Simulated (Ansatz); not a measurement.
in.yaml

```yaml
crystal:
  periodic: [false, false, false]
  atoms:
    - {symbol: Al, position_ang: [0.000000, -0.107696, 1.237712]}
    - {symbol: P, position_ang: [0.000000, 0.051009, -1.143237]}
    - {symbol: H, position_ang: [0.000000, 1.315423, 1.999097]}
basis:
  gaussian: {orbitals: 6-31G}
total_charge: 1
magnetization: {spin_polarized: false, initial_magnetization: 4}
correlation: {active_space: {ras: {orbitals: [2, 4, 12], electrons: 8, max_holes: 3, max_particles: 3}, fixed_orbitals: true}}
output: {forces: true}
```

```sh
$ ansatz run in.yaml --threads 1 --pin off --events-out ev --progress --plain --max-ram 2393MiB
```

The program prints:

```
310 factors; integrals over basis functions are off by at most 1.5e-4 eV
mean field evaluation 1: about -15858.5827 eV, gradient 5.6e0 eV
mean field evaluation 2: about -15858.5888 eV, gradient 5.7e0 eV
mean field evaluation 4: about -15859.3673 eV, gradient 1.7e0 eV
mean field evaluation 8: about -15859.5046 eV, gradient 8.0e-4 eV
mean field -15859.50463253 eV, -582.8260452872 hartree, gradient 2.4e-6 eV, S^2 6.000000; 0 other end points of the search recorded, 0 dependent functions left out
reference -15859.50463253 eV, -582.8260452872 hartree; 16, 12 occupied and 12, 16 virtual orbitals, 310 factors
state -15861.00751573 eV, -582.8812752261 hartree
the calculation of the forces begins
Total energy: -15861.00751573 eV, -582.8812752261 hartree
Atom 0 at     0.000000    -0.107696     1.237712 Å, force     0.000000    -1.131895     2.480698 eV/Å
Atom 1 at     0.000000     0.051009    -1.143237 Å, force    -0.000000     0.441658    -2.376041 eV/Å
Atom 2 at     0.000000     1.315423     1.999097 Å, force    -0.000000     0.690237    -0.104657 eV/Å
Dipole moment:     0.000000    -0.025504     0.163721 e Å
```

Forces (eV/Å):
```
Al   0.000 -1.132  2.481
P    0.000  0.442 -2.376
H    0.000  0.690 -0.105
```

Ran on 1 thread of Arm Neoverse V1, shared host: 3.4 s wall, 0.08 GiB peak host memory.
